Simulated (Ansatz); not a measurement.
The input, for Ansatz 0.2.0:

```yaml
crystal:
  periodic: [false, false, false]
  atoms:
    - {symbol: Cl, position_ang: [0.000000, 0.000000, -1.549000]}
    - {symbol: H, position_ang: [0.000000, 0.000000, 0.071000]}
    - {symbol: Cl, position_ang: [0.000000, 0.000000, 1.478000]}
basis:
  gaussian: {orbitals: cc-pVDZ}
magnetization: {spin_polarized: false, initial_magnetization: 1}
correlation: {method: fic_mrcisd_q, electrons: outside_noble_gas, active_space: {window: {electrons: 3, orbitals: 3}}}
```

```sh
$ ansatz run in.yaml --threads 1 --pin off --events-out ev --progress --plain --max-ram 2393MiB
```

Output:

```
438 factors; integrals over basis functions are off by at most 1.3e-3 eV
mean field evaluation 1: about -25020.6533 eV, gradient 1.1e1 eV
mean field evaluation 2: about -25020.6545 eV, gradient 1.1e1 eV
mean field evaluation 4: about -25021.2721 eV, gradient 1.5e0 eV
mean field evaluation 8: about -25021.3279 eV, gradient 5.1e-3 eV
mean field evaluation 16: about -25021.3072 eV, gradient 1.0e-1 eV
mean field evaluation 32: about -25021.2973 eV, gradient 6.0e-2 eV
mean field -25021.32789857 eV, -919.5168402072 hartree, gradient 4.7e-6 eV, S^2 0.750000; 7 other end points of the search recorded, 0 dependent functions left out
reference -25021.32789857 eV, -919.5168402072 hartree; 18, 17 occupied and 23, 24 virtual orbitals, 438 factors
state -25021.95869751 eV, -919.5400216408 hartree
contracted CI cycle   1: correlation 0.00000000 eV, 0.0000000000 hartree, residual 2.36e1 eV
contracted CI cycle   2: correlation -7.13755769 eV, -0.2623004071 hartree, residual 2.73e0 eV
contracted CI cycle   3: correlation -7.24728289 eV, -0.2663327337 hartree, residual 6.08e-1 eV
contracted CI cycle   4: correlation -7.25298882 eV, -0.2665424227 hartree, residual 1.37e-1 eV
contracted CI cycle   5: correlation -7.25328775 eV, -0.2665534084 hartree, residual 3.96e-2 eV
contracted CI cycle   6: correlation -7.25331573 eV, -0.2665544367 hartree, residual 1.27e-2 eV
contracted CI cycle   7: correlation -7.25331826 eV, -0.2665545295 hartree, residual 3.76e-3 eV
contracted CI cycle   8: correlation -7.25331848 eV, -0.2665545378 hartree, residual 1.05e-3 eV
state -25021.95869751 eV, -919.5400216408 hartree; corrected -25029.93146809 eV, -919.8330155556 hartree
Total energy: -25029.93146809 eV, -919.8330155556 hartree
```

Natural occupations: 1.9627 1.0005 0.0368.

For the same geometry and basis UCCSDT(Q) lies 57.4 meV lower.

Ran on 1 thread of Arm Neoverse V2, shared host: 2 s wall, 0.09 GiB peak host memory.
